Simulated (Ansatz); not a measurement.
## Changing the shape of H₂F₂ (charge +1), doublet

Calculated in Ansatz's Gaussian-basis code; BCCD by scripts on PySCF. Basis cc-pVDZ, 2 core orbitals frozen, nonrelativistic. On stretched bonds single-reference methods can fail or change state.

Case A:

```xyz
4

F     0.0000    0.0000    0.0000
H     0.0000    0.9170    0.0000
F     0.0000    0.0000    6.0000
H     0.0000    0.9170    6.0000
```

Case B:

```xyz
4

F     0.0000    0.0000    0.0000
H     0.0000    0.9170    0.0000
F     0.0000    0.0000    3.0000
H     0.0000    0.9170    3.0000
```

Energy less that of case A, in eV:

```tsv
case	RCCSD(T)	RBCCD(T)	UBCCD(T)
B	-0.296	-0.296	-0.296
```

Task: What does UCCSD(T) give for these differences?

Result: B: -0.223 eV (-5.1 kcal/mol).
